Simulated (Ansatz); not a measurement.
## Reading a saddle point

A first-order saddle point of CH$_{4}$Cl, doublet, PBE0-D4/def2-TZVP, with one imaginary mode of 1301i cm⁻¹:

H1  (-0.773, -0.371, 0.356)
C2  (0.331, 0.278, -0.077)
Cl3  (1.102, -0.698, -1.278)
H4  (-1.536, -0.801, 0.667)
H5  (-0.059, 1.206, -0.486)
H6  (0.935, 0.386, 0.819)
(Å)

Program: Ansatz 0.2.0. Basis: def2-TZVPP and def2-QZVPP. Cores are frozen in the correlated methods; orbitals are unrestricted. Extrapolation: Hartree–Fock as exp(−7.88 √X), correlation as X^−2.97.

Q: Which contacts change along the imaginary mode, and what lies on either side? (A judgement: the text doesn't fix the answer.)

A: Computed: The step is CH₃Cl ([CH3][Cl]) + H → CH₂Cl ([CH2][Cl]) + H₂, with the molecules in contact on both sides. Shortening one way: H1–H4; lengthening the same way: H1–C2.
```tsv
pair	one side (Å)	saddle (Å)	other side (Å)
H1–H4	2.86	0.93	0.75
H1–C2	1.09	1.35	3.19
```

Q: Which side is lower, and how far does the saddle lie above each? (An estimate is asked for; the value comes from the calculation.)

A: The calculation gives: The side with H1–H4 short is lower by 0.113 eV; the saddle lies 0.675 eV above it and 0.562 eV above the other (CCSD(T) at an estimated basis limit (MP2 extrapolated from triple and quadruple zeta, plus CCSD(T) − MP2 in triple zeta); electronic energies).

T1 diagnostic: at most 0.015. ⟨S²⟩ of the unrestricted Hartree–Fock references: 0.75 to 0.79 (a pure state has 0.75).

Labels in which every atom is bracketed show which atoms are joined, not bond orders.

For scale, one of the runs: CCSD(T)/def2-TZVPP, 129 basis functions, launched by `ansatz run in.yaml --threads 2 --pin off --events-out ev --progress --plain --max-ram 4352MiB`. Time: 26 s of wall clock on 2 CPU threads of an Intel Xeon Platinum 8488C; the host was shared. Peak host memory: 1.3 GiB.
